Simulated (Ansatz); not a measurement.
Consider the homolysis of the H–Si bond: trisilane → H• + `[SiH2][SiH2][SiH3]`•.

Program: Ansatz. Geometries: PBE0-D4/def2-TZVP. ΔE: electronic, gas phase. CCSD(T)/CBS is the MP2 limit (def2-TZVPP, def2-QZVPP) plus CCSD(T) − MP2 in def2-TZVPP, frozen cores. This one scheme is used for every species, atoms too. Functionals use def2-TZVPP. B3LYP here is the variant with VWN-RPA as its local correlation; programs differ in this. HSE06 is defined as in plane-wave codes. Open shells (•) are unrestricted, without spin–orbit coupling.

| level | ΔE (kJ/mol) | difference from CCSD(T)/CBS |
| --- | --- | --- |
| BLYP-D4 | 378.7 | -15.0 |
| B97M-V | 384.2 | -9.5 |
| HSE06-D4 | 371.9 | -21.8 |
| BHLYP-D4 | 386.4 | -7.3 |
| revPBE | 362.8 | -30.9 |
| r2SCAN | 372.1 | -21.6 |
| PBE0 | 371.5 | -22.2 |
| B3LYP | 385.4 | -8.3 |
| CAM-B3LYP | 388.9 | -4.8 |
| HF/def2-SVP | 305.6 | -88.1 |
| CCSD/def2-SVP | 373.2 | -20.5 |
| CCSD/def2-TZVPP | 385.5 | -8.2 |
| CCSD(T)/def2-TZVPP | 386.3 | -7.4 |
| MP2/def2-QZVPP | 381.2 | -12.5 |
| HF/CBS(def2) | 308.0 | -85.7 |
| CCSD/CBS(def2) | 392.9 | -0.8 |
| CCSD(T)/CBS | 393.7 | 0 |

Problem. What do rigid-rotor, harmonic-oscillator terms from PBE0-D4/def2-TZVP frequencies (298.15 K, 1 bar) make of the CCSD(T)/CBS value? (An estimate is asked.)

Solution. The calculation gave: ΔZPE = -24.7 kJ/mol, ΔH = +374.9 kJ/mol, ΔS = 125 J/(mol·K), ΔG = +337.8 kJ/mol. Open shells count their whole term as degenerate.

Largest T1 diagnostic among the species: 0.015.

In def2-TZVPP, CCSD(T) changes the Hartree–Fock value by +78.6 kJ/mol (the triples alone add +0.8 kJ/mol) and MP2 by +69.2 kJ/mol; breaking electron pairs costs correlation energy, which Hartree–Fock lacks. From BLYP to BHLYP (50 % exact exchange), in def2-TZVPP and without D4, ΔE moves by +8.8 kJ/mol.
